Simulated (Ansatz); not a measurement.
Z-matrix (Å, degrees):
```
Si
H 1 1.4860
H 1 1.4860 2 111.24
H 1 1.4860 2 111.24 3 -124.61
```
Charge 0, spin multiplicity 2.

Method: frozen-core CCSD(T)/cc-pVTZ // PBE0-D4/def2-TZVP run with Ansatz (a program for electronic structure).

```
Property                        Value
----------------------  -------------
HF energy               -290.64029 Ha
MP2 correlation energy    -0.11651 Ha
```

### Question
Estimate the CCSD correlation energy, the (T) correction, the total energy and the T1 diagnostic.

### Answer

| Item | Result |
|---|---|
| CCSD correlation energy | -0.14271 Ha |
| (T) correction | -0.00351 Ha |
| CCSD(T) total energy | -290.78651 Ha |
| T1 diagnostic | 0.014 |
